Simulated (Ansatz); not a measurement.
# Relative energies of C3H5F3 isomers

2 of its isomers, all singlets with charge 0: A = 1,1,1-trifluoropropane `CCC(F)(F)F`; B = 1,2,2-trifluoropropane `CC(F)(F)CF`.

Shapes, held fixed at every level: PBE0-D4/def2-TZVP. Flexible molecules stand in one conformer, not always the lowest. Programs: Ansatz 0.2.0.

A:

```xyz
11

C    -0.2143   -1.0556    0.7584
C     0.2860   -0.3075   -0.4636
C     0.0255    1.1716   -0.3934
F    -1.2841    1.4489   -0.2985
F     0.4821    1.8009   -1.4860
F     0.6228    1.7392    0.6657
H     0.2744   -0.6991    1.6665
H    -0.0034   -2.1210    0.6581
H    -1.2917   -0.9351    0.8810
H     1.3638   -0.4310   -0.5920
H    -0.1955   -0.6683   -1.3755
```

B:

```xyz
11

C    -1.1099   -0.3678   -0.5658
C    -0.0421   -0.2798    0.4838
F    -0.5789    0.2084    1.6366
F     0.4340   -1.5270    0.7777
C     1.1707    0.5547    0.1205
F     0.7799    1.8160   -0.2551
H    -1.9277   -0.9817   -0.1886
H    -0.7071   -0.8204   -1.4723
H    -1.4809    0.6300   -0.7974
H     1.7015    0.0839   -0.7108
H     1.8258    0.6268    0.9920
```

Electronic energies in kJ/mol, without zero-point or thermal terms.

```csv
level,kind,B − A
HF/def2-TZVPP,Hartree–Fock,+52.1
PBE-D4/def2-TZVPP,GGA,+50.8
B3LYP-D4/def2-TZVPP,global hybrid,+46.9
r2SCAN0-D4/def2-TZVPP,global hybrid,+56.7
MP2/def2-SVP,perturbation theory,+67.6
CCSD(T)/def2-SVP,coupled cluster or CI,+63.0
CCSD/def2-SVP,coupled cluster or CI,+62.0
CCSD(T)/CBS estimate,coupled cluster or CI,+50.0
```

The highest level, CCSD(T)/CBS estimate, puts A lowest of these. All levels agree on that. The B − A difference spans +46.9 to +67.6 kJ/mol over the levels. The CBS estimate extrapolates MP2 from def2-TZVPP and def2-QZVPP and adds CCSD(T) − MP2 in the triple-zeta set, cores frozen.
